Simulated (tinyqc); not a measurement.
Orbital energy against energy difference: ionisation energy by orbital energies and by energy differences in the 6-31g* basis, for NH3, spin multiplicity 1. Computed by the program tinyqc with PySCF. The cation is unrestricted; errors are against CCSD(T) in this basis, not against experiment.

Geometry (angstrom):
```
atom,x,y,z
N,0.0000,0.0000,0.1340
H,0.9480,0.0000,0.0000
H,-0.4740,0.8210,0.0000
H,-0.4740,-0.8210,0.0000
```

CCSD(T) difference in the same basis = 9.5027 eV

IP-EOM-CCSD = 9.4497 eV

First vertical ionisation energy (eV):
```
method,-e(HOMO),E(cation) - E,error of -e(HOMO),error of the difference
HF,10.5439,8.500736,1.0412,-1.0019
PBE,4.6314,9.937301,-4.8713,0.4346
B3LYP,6.0433,9.979327,-3.4594,0.4767
PBE0,6.3686,9.870410,-3.1340,0.3677
CAM-B3LYP,7.8688,9.986709,-1.6339,0.4840
LC-wPBE,9.4293,10.021053,-0.0734,0.5184
```

Estimate the missing row, method = LDA.

Computed row:
```
method  -e(HOMO)  E(cation) - E  error of -e(HOMO)  error of the difference
LDA       4.7179      10.256800            -4.7848                   0.7541
```

Koopmans errs by +1.04 eV and Delta-HF by -1.00 eV: relaxation, 2.04 eV, lowers the value and the missing correlation difference works against it. The PBE level is off by -4.9 eV through the wrong tail of its potential, though its energy difference is off by +0.43 eV; exact exchange deepens the level, and among the orbital energies LC-wPBE comes closest; among the differences PBE0 does.
